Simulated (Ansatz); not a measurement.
Pulling the pair apart

The pair of NH$_{3}$ (SMILES N, atoms 1–4) and CH$_{4}$S (SMILES CS, atoms 5–10), both closed shells, in one local arrangement (a lower one may exist), relaxed at PBE0-D4/def2-TZVP:

N1  (0.090, -0.103, -2.025)
H2  (1.003, 0.308, -2.181)
H3  (-0.197, -0.536, -2.893)
H4  (-0.548, 0.664, -1.844)
C5  (-0.073, -0.537, 1.361)
S6  (0.109, 1.238, 1.080)
H7  (0.718, -0.920, 2.003)
H8  (0.010, -0.983, 0.369)
H9  (-1.050, -0.773, 1.781)
H10  (-0.063, 1.643, 2.348)
(Å)

CH$_{4}$S is shifted rigidly along the line between the mean atom positions of the two fragments (negative: closer). Counterpoise interaction energies in kcal/mol. Program: Ansatz 0.2.0. Basis: def2-TZVPPD. Cores are frozen in the correlated methods. B3LYP uses VWN-RPA correlation.

```
shift (Å)     HF  wB97M-V  B3LYP-D4
    -0.34   2.35    -1.40     -1.34
    -0.17   0.34    -2.52     -2.54
     0.00  -0.69    -2.86     -2.93
     0.17  -1.16    -2.79     -2.90
     0.41  -1.32    -2.43     -2.52
     0.85  -1.09    -1.64     -1.66
     1.69  -0.54    -0.71     -0.67
     3.38  -0.14    -0.16     -0.16
```

(1) What does CCSD(T) give at these shifts? (Judge from chemistry; the value comes from the calculation.)

The T1 diagnostic stays at or below 0.010.

Results:

(1) The calculation gives: -0.91, -2.14, -2.58, -2.60, -2.31, -1.59, -0.69, -0.16 kcal/mol. For zero shift, CCSD(T) at an estimated basis limit (MP2 extrapolated from triple and quadruple zeta, plus CCSD(T) − MP2 in triple zeta) gives -2.88 kcal/mol. These are counterpoise interaction energies, counted from the two frozen fragments.

For scale, one of the runs: CCSD(T)/def2-TZVPPD, 244 basis functions, launched by `ansatz run in.yaml --threads 4 --pin off --events-out ev --progress --plain --max-ram 9574MiB`. The run took 87 s on 4 CPU threads of an Arm Neoverse V1 (shared host), with 4.8 GiB of host memory at its peak.
